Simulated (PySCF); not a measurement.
H$_{2}$Si–F, doublet: vertical spin and charge gaps

Geometry (PBE0/def2-TZVP stationary point for this spin, not checked as a minimum):

```csv
atom,x (Å),y (Å),z (Å)
Si,0.0000,0.0000,0.5931
F,0.0000,0.0000,-1.0064
H,0.0000,1.3214,1.2216
H,0.0000,-1.3214,1.2216
```

Basis cc-pVDZ; PySCF 2.14.0. Correlated methods freeze the noble-gas cores. Prefix R: restricted or restricted open-shell reference; prefix U: unrestricted.

Gaps are energies of the second state less the first, at fixed atoms, for a selection of the levels run; mean-field and cluster levels share one orbital occupation for each state, and full CI takes the lowest of the symmetries tried.

Removing an electron, to the singlet: 7.228 eV at RCCSDT.

```
   level  gap (eV)  error (meV)
     RHF     6.884         -344
    RMP2     7.124         -104
    UMP2     7.118         -110
   UCCSD     7.235            7
RCCSD(T)     7.227           -1
UCCSD(T)     7.227           -1
  UCCSDT     7.229            1
  r2SCAN     7.714          486
    PBE0     7.628          400
 wB97M-V     7.321           93
```

In so small a basis the reference is far from its limit while semilocal and hybrid functionals are nearer theirs, so the functionals' errors here hold much of the reference's basis and frozen-core error, which can add to them or hide them.

Full CI isn't at hand for all of this; RCCSDT serves as the reference. It lacks quadruple excitations, which often exceed the step from CCSD(T) to CCSDT. The frozen core follows each run's orbitals, which can shift R against U totals by a few meV.
